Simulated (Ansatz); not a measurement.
Gas-phase reaction in SMILES: C=O (CH2O) + 2 [H][H] (H2) -> C (CH4) + O (H2O)

Quantity: energy of full hydrogenation (enthalpy at 298 K), in kcal/mol. Set-up: 6-311+G** with 5d; six Cartesian d functions in 6-31G* and its kin unless marked 5d; frozen cores in correlated levels; spin-orbit terms left out; LANL2DZ all-electron up to Ne; non-relativistic; dispersion terms only where a functional's name holds one. CBS(X,Y): correlation extrapolated as X^-3; Hartree-Fock from the larger set. First-principles rows: single points at B3LYP-D3(BJ) geometries (Ansatz, a program for electronic structure), with unscaled harmonic terms from B3LYP/6-31G* at its own minima.

Measured values: Active Thermochemical Tables 1.112 (ions: stationary electron), as tabulated in the package chemicals; they hold spin-orbit and core effects, anharmonicity. 

Value to compare with, the measured value: -49.5 kcal/mol.

```tsv
level	program	energy of full hydrogenation (enthalpy at 298 K) (kcal/mol)	error
B3LYP/STO-3G	Ansatz	-33.5	16.0
B3LYP/3-21G	Ansatz	-35.2	14.3
B3LYP/LANL2DZ	Ansatz	-51.0	-1.5
B3LYP/6-31G	Ansatz	-43.4	6.1
B3LYP/6-31G*	Ansatz	-37.3	12.2
B3LYP/6-31+G*	Ansatz	-42.0	7.5
B3LYP/6-31G**	Ansatz	-42.1	7.4
B3LYP/def2-SVP	Ansatz	-41.9	7.6
B3LYP/cc-pVDZ	Ansatz	-41.3	8.2
B3LYP/6-311+G**	Ansatz	-47.1	2.4
B3LYP/def2-TZVPD	Ansatz	-46.1	3.4
CCSD(T)/CBS(def2-TZVPPD,def2-QZVPPD)	Ansatz	-50.1	-0.6
```

Among the 10 habitual levels, B3LYP/STO-3G lies farthest from the measured value (16.0 kcal/mol) and B3LYP/LANL2DZ nearest (-1.5); 9 of 10 lie above it, and their mean absolute error is 8.3 kcal/mol, the median 7.5. One case shows no general order.

The sets are all those run for this method; runs whose electronic state is in doubt are left out.
